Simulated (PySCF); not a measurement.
CS2, SMILES S=C=S (connectivity only; charge and spin as stated), charge -1, multiplicity 2. Geometry optimised at PBE0-D3(BJ)/def2-TZVPD. The spin state was assumed, not searched.

All values below come from PySCF with PBE0-D3(BJ)/def2-TZVPD.

Harmonic wavenumbers (cm⁻¹): 319, 663, 1230. Rotational constants (GHz): 209.8, 3.285, 3.234; symmetry number 2.

Work out the zero-point energy and the ideal-gas rigid-rotor harmonic-oscillator thermochemistry at 298.15 K and 1 atm.

ZPE = ½ Σ hcν = ½ × 2212 cm⁻¹ = 3.16 kcal/mol. H − E(el) = 5.87 kcal/mol. Entropy in cal/(mol K): translation 38.91, rotation 21.12, vibration 1.71, spin 1.38, total 63.10. G − E(el) = -12.94 kcal/mol. Cp = 10.67 cal/(mol K).
